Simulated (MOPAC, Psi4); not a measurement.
Approach curve of the dimer C2H4 ··· CH4O (SMILES C=C and CO). Monomers: optimised at B3LYP-D3(BJ) (def2-TZVP), held rigid. Orientation: lowest of the rigid-body minima from ten starts at GFN2-xTB. R is the distance of the centres of mass, along which the second monomer moves.

- PM3, restricted, heats of formation (MOPAC)
- SAPT0/jun-cc-pVDZ, frozen core (Psi4)

Interaction energies in kJ/mol:

| R / Å | PM3 |
|---|---|
| 2.89 | 19.92 |
| 3.06 | 8.10 |
| 3.28 | -2.60 |
| 3.46 | -5.78 |
| 3.64 | -5.58 |
| 3.89 | -3.79 |
| 4.14 | -2.33 |
| 4.44 | -1.30 |
| 4.93 | -0.57 |
| 5.68 | -0.25 |
| 6.65 | -0.12 |
| 7.93 | -0.06 |

Predict the corresponding SAPT0/jun-cc-pVDZ column.

2.89: 17.60; 3.06: 4.23; 3.28: -4.21; 3.46: -7.07; 3.64: -7.99; 3.89: -7.65; 4.14: -6.57; 4.44: -5.14; 4.93: -3.30; 5.68: -1.72; 6.65: -0.83; 7.93: -0.38 (kJ/mol).
